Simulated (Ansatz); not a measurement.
Geometry optimisation, RKS PBE0/6-31G* (Ansatz).

The input (input.yaml):

```yaml
crystal:
  periodic: [false, false, false]
  atoms:
    - { symbol: Si, position_ang: [0.0, 0.0, 0.0] }
    - { symbol: "N", position_ang: [0.0, 0.0, 2.17] }
    - { symbol: H, position_ang: [-0.877, -0.2713, 2.7] }
    - { symbol: H, position_ang: [0.877, 0.2713, 2.7] }
    - { symbol: H, position_ang: [1.3768, 0.0, -0.4862] }
    - { symbol: H, position_ang: [-0.6877, 1.1914, -0.4862] }
    - { symbol: H, position_ang: [-0.6877, -1.1914, -0.4862] }
    - { symbol: Cl, position_ang: [1.2683, -1.9259, 0.7662] }
    - { symbol: H, position_ang: [0.6875, -1.044, 1.9357] }
basis:
  gaussian: { orbitals: "6-31G*" }
hamiltonian:
  xc: pbe0
relax:
  f_tol: 0.15
  max_steps: 25
  restrain:
    - { distance: [0, 7], at: 2.13, k: 30.0 }
    - { distance: [8, 1], at: 1.06, k: 30.0 }
    - { distance: [0, 1], at: 3.02, k: 30.0 }
    - { distance: [8, 7], at: 2.57, k: 30.0 }
```

Command:

```bash
$ ansatz run input.yaml --threads 1 --pin off --max-ram 2048MiB --backend cpu --events-out ev --progress --plain --runs-dir out
```

**Question.** Where does it end, and by what steps?

**Answer.** The run converged. The restraints hold the end off the free minimum. After 14 steps the energy has fallen by 2.805 eV (the restraints' own energy left out); H5 moved furthest, 1.54 Å.

| step | energy less start (eV) | largest force component (eV/Å) | accepted |
| --- | --- | --- | --- |
| 0 | 0.0000 | 2.628 | yes |
| 1 | 0.0287 | 3.907 | yes |
| 2 | 0.2910 | 3.696 | yes |
| 3 | -0.1538 | 2.971 | yes |
| 4 | -0.9354 | 2.638 | yes |
| 5 | -1.6579 | 2.077 | yes |
| 6 | -2.1559 | 1.115 | yes |
| 7 | -2.4152 | 0.859 | yes |
| 8 | -2.4914 | 0.812 | yes |
| 9 | -2.5576 | 0.773 | yes |
| 10 | -2.6149 | 0.874 | yes |
| 11 | -2.7053 | 0.679 | yes |
| 12 | -2.7689 | 0.654 | yes |
| 13 | -2.7845 | 0.713 | yes |
| 14 | -2.8050 | 0.640 | yes |

```xyz
9
Properties=species:S:1:pos:R:3
Si 0.438 -0.267 -0.463
N -0.247 -0.202 2.475
H -1.118 -0.429 2.948
H 0.197 0.533 3.018
H 0.838 -0.318 -1.897
H 0.634 1.113 0.033
H -0.944 -0.778 -0.335
Cl 1.792 -1.590 0.481
H 0.367 -1.032 2.554
```

The run took 43 s on 1 thread of Arm Neoverse V1, with other jobs on the host, peak memory 0.13 GiB.
